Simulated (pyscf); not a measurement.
Thermochemistry of product channels of H₂B–CH₃ (SMILES BC) + HF (SMILES F) on the singlet surface, in kcal/mol, from ωB97M-D3(BJ)/def2-TZVP energies (ideal gas, 1 atm, RRHO with modes under 100 cm⁻¹ raised to 100, one conformer, R ln 2 for rigid chiral ones). Single points on ωB97X-D3(BJ)/def2-SVP structures (PySCF, gas phase).

| products | ΔE | ΔH(298 K) | ΔG(298 K) | ΔG(900 K) |
|---|---|---|---|---|
| H₂B–CH₂–F (SMILES BCF) + H₂ (SMILES [H][H]) | +26.6 | +23.2 | +24.9 | +27.9 |
| H₃C–BH–F (SMILES CBF) + H₂ (SMILES [H][H]) | [?] | -35.9 | -34.6 | [?] |

Task: Some entries are withheld; supply them.

Result: 
- H₃C–BH–F (SMILES CBF) + H₂ (SMILES [H][H]), ΔE: -33.9
- H₃C–BH–F (SMILES CBF) + H₂ (SMILES [H][H]), ΔG(900 K): -32.4

These are energies of the channels, which say nothing of barriers.
